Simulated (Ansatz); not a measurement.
Reaction (redistribution): `O[Si]O` + `SBCl` → `O[Si]Cl` + `OBS`

Calculated with Ansatz (gas phase, PBE0-D4/def2-TZVP geometries, no zero-point term in ΔE). CCSD(T)/CBS is the MP2 limit (def2-TZVPP, def2-QZVPP) plus CCSD(T) − MP2 in def2-TZVPP, frozen cores. This one scheme is used for every species. DFT in def2-TZVPP. B3LYP here is the variant with VWN-RPA as its local correlation; programs differ in this. One conformer a species, not always the lowest.

`O[Si]O`:

Cartesian coordinates in Å:
```
O -0.834 1.185 0.301
Si 0.690 0.708 -0.079
O 0.441 -0.932 -0.190
H -1.508 0.501 0.379
H 1.211 -1.462 -0.411
```

`SBCl`:

Cartesian coordinates in Å:
```
S -1.095 -0.047 -0.775
B 0.226 -0.033 0.416
Cl -0.151 -0.375 2.086
H -0.330 0.255 -1.837
H 1.350 0.200 0.109
```

`O[Si]Cl`:

Z-matrix (Å, degrees):
```
O
Si 1 1.637
H 1 0.963 2 120.4
Cl 2 2.110 1 101.3 3 -0.0
```

`OBS`:

Z-matrix (Å, degrees):
```
B
S 1 1.813
O 1 1.351 2 121.4
H 1 1.193 2 120.6 3 -180.0
H 2 1.340 1 96.0 3 180.0
H 3 0.961 1 115.3 2 0.0
```

(1) Is it downhill or uphill in electronic energy at CCSD(T)/CBS, and by how much? (Best estimate.)

(2) What do these levels give: LDA (SPW92), r2SCAN-D4, PBE0-D4, B3LYP-D4, r2SCANh-D4, PBE-QIDH, PBE, PBE0, LC-ωPBE, HF/def2-SVP, CCSD/def2-TZVPP, HF/CBS(def2)? (Estimate.)

(3) What do rigid-rotor, harmonic-oscillator terms from PBE0-D4/def2-TZVP frequencies (298.15 K, 1 bar) make of the CCSD(T)/CBS value? (An estimate is asked.)

Largest T1 diagnostic among the species: 0.015.

Results:

(1) The calculation gave: Downhill: ΔE = -0.31 eV.

(2) The calculation gave: LDA (SPW92) -0.36, r2SCAN-D4 -0.34, PBE0-D4 -0.37, B3LYP-D4 -0.37, r2SCANh-D4 -0.35, PBE-QIDH -0.33, PBE -0.38, PBE0 -0.37, LC-ωPBE -0.33, HF/def2-SVP -0.51, CCSD/def2-TZVPP -0.31, HF/CBS(def2) -0.38 eV.

(3) Computed: ΔZPE = +0.03 eV, ΔH = -0.28 eV, ΔS = 2 J/(mol·K), ΔG = -0.29 eV.

At CCSD(T), def2-SVP lies −0.09 eV from the extrapolated value and def2-TZVPP +0.01 eV. Leaving LDA and LC-ωPBE aside and taking each functional with its dispersion term where it has one, the values, not all of them listed here, spread over 0.05 eV, from BLYP-D4 to PBE-QIDH. In def2-TZVPP, CCSD(T) changes the Hartree–Fock value by +0.08 eV (the triples alone add +0.01 eV) and MP2 by +0.11 eV.
